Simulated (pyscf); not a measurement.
Structures and frequencies: ωB97X-D3(BJ)/def2-SVP in PySCF. MP2 and CC: frozen core, UHF for open shells. ΔMP2 is the change of the MP2 total energy from the triple- to the quadruple-zeta basis.

Problem. For `[FH]` + `[OH][Si][F]` [singlet] → `[F][Si][F]` [singlet] + `[OH2]`, a four-centre exchange (singlet surface; F–H, O–Si broken, F–Si, H–O formed), PBE/def2-TZVP gives ΔE‡ = -0.9 kcal/mol and ΔE = -8.0 kcal/mol (zero: the separated reactants). In which direction and how far do PBE0-D3(BJ)/def2-TZVP, ωB97M-D3(BJ)/def2-TZVP, CCSD(T)/def2-TZVPP + ΔMP2(QZVPP) move these?

Solution. PBE0-D3(BJ): ΔE‡ = 0.8 kcal/mol, ΔE = -7.2 kcal/mol; ωB97M-D3(BJ): ΔE‡ = 2.4 kcal/mol, ΔE = -8.1 kcal/mol; CCSD(T): ΔE‡ = 5.7 kcal/mol, ΔE = -7.8 kcal/mol. PBE's barrier lies under all of them, by 1.8 to 6.6 kcal/mol. Its reaction energy matches one of them and lies within 0.8 kcal/mol of the others. On the product side the descent ends in an adduct with a O–Si contact, 12.2 kcal/mol under the separated species and 22.1 kcal/mol under the saddle at ωB97X-D3(BJ)/def2-TZVP. At PBE the saddle lies under the separated reactants, which points to a path from their complex (located at ωB97X-D3(BJ) alone). What is counted as broken (O–Si) persists as a longer contact in the product adduct; parting that adduct is a step of its own. At ωB97X-D3(BJ) the barrier from the zero used here is 2.4 kcal/mol. This is the saddle that the search found; another between the same sides may lie lower. The CCSD(T) − MP2 part came from Ansatz, without density fitting, on the same reference.
